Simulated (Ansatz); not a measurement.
A made-up structure of CH$_{6}$BSi (charge +1), closed shell:

```csv
atom,x (Å),y (Å),z (Å)
B1,0.1645,0.2018,-1.0750
C2,0.6997,-0.6991,0.0523
Si3,-0.5725,0.2297,0.9752
H4,0.3511,0.4071,-2.2250
H5,-1.0219,-0.2911,2.2175
H6,1.7542,-0.5291,0.2912
H7,0.5463,-1.7681,-0.1257
H8,-0.2106,1.4741,1.6716
H9,-1.9403,-0.3029,1.0740
```

It is relaxed with PBE-D4/def2-SVP and then PBE0-D4/def2-TZVP (Ansatz 0.2.0). Atoms count as bonded within 1.22 times the sum of their covalent radii (H–H: 0.88 Å). The end point is not checked to be a true minimum.

Problem. Does its bonding change? (Judge from chemistry; the calculation decides.)

Solution. The calculation gives: Yes. Formed: none; broken: B1–Si3.

Where it ends: The first stage lowers the energy by 2.75 eV in 7 steps. It ends as CH₆BSi ([BH][CH2][SiH3]), total charge +1:
```
9
angstrom
B 0.4612 0.0002 -1.2330
C 0.6090 -0.6687 0.0179
Si -0.7053 0.1555 1.2839
H 0.2792 0.5985 -2.2283
H -0.4508 -0.6166 2.5144
H 1.6002 -0.5232 0.4705
H 0.3550 -1.7371 -0.0319
H -0.3413 1.5827 1.3742
H -2.0367 -0.0689 0.6885
```

Labels in which every atom is bracketed show which atoms are joined, not bond orders.

For scale, one of the runs: PBE0-D4/def2-TZVP relaxation, 135 basis functions, launched by `ansatz run in.yaml --threads 2 --pin off --events-out ev --progress --plain --max-ram 4352MiB`. The run took about 30 s on 2 CPU threads of an Arm Neoverse V1 (shared host).
